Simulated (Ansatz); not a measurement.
Mulliken charges of C2H2S, SMILES `C=C=S` from PBE/def2-TZVPP in Ansatz (PBE0-D4/def2-TZVP geometry).

| atom | x (Å) | y (Å) | z (Å) | charge (e) |
| --- | --- | --- | --- | --- |
| C1 | 0.558 | -0.264 | 0.097 | -0.177 |
| C2 | -0.611 | 0.268 | -0.127 | 0.037 |
| S3 | -2.001 | 0.901 | -0.393 | -0.095 |
| H4 | 1.411 | 0.002 | -0.516 | 0.118 |
| H5 | 0.692 | -0.981 | 0.898 | 0.117 |

Problem. By hand: the dipole of these point charges (1 e Å = 4.8032 D).

Solution. Σ q r = (0.316, -0.143, 0.060) e Å, of length 0.352 e Å = 1.69 D.

Problem. How does the dipole of the full density compare? (Estimate.)

Solution. Ansatz gave: (0.179, -0.081, 0.034) e Å, 0.96 D; the point charges give 1.76 times that, at 0° from its direction.

Point charges leave out the atoms' own dipoles, such as those of lone pairs, and Mulliken's split depends on the basis, so the two needn't agree.
